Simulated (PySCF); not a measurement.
# AlClH2O: the cost of one run

Programs: PySCF 2.14.0. All values are calculated, for the isolated system unless a continuum is named. Atoms count from 0, parts from 1.

### Step 1. Starting point

5 atoms, charge 0, multiplicity 1; geometry: GFN2-xTB. Parts: 1 = atoms 0–1, `[Al][Cl]`, charge 0; 2 = atoms 2–4, `O`, charge 0.

### Step 2. Geometry optimisation at PBE0-D3(BJ)/def2-TZVPD

What the job is given:

```
{"job": {"xc": "PBE0", "basis": "def2-TZVPD", "d3": "d3bj", "grid": 3, "kind": "geom", "shake": 0.01}, "charge": 0, "multiplicity": 1, "parts": [{"atoms": "0-1", "charge": 0, "multiplicity": 1}, {"atoms": "2-4", "charge": 0, "multiplicity": 1}]}
Al     0.368975    -1.240196     1.198651
Cl    -0.146232    -0.147328    -0.457028
O      0.204942    -2.849195     1.279709
H      0.893581    -0.524110     2.431013
H      0.178481    -3.790403     1.406059
```

Command:

```console
$ OMP_NUM_THREADS=1 python cluster_run.py task.json out
```

The driver reads the jobs from task.json and runs them one after another.

**Question.** How long does this job take on 1 thread of Arm Neoverse V2, shared host, and how much memory does it need?

About 2.2 min, with a peak of 0.58 GiB.
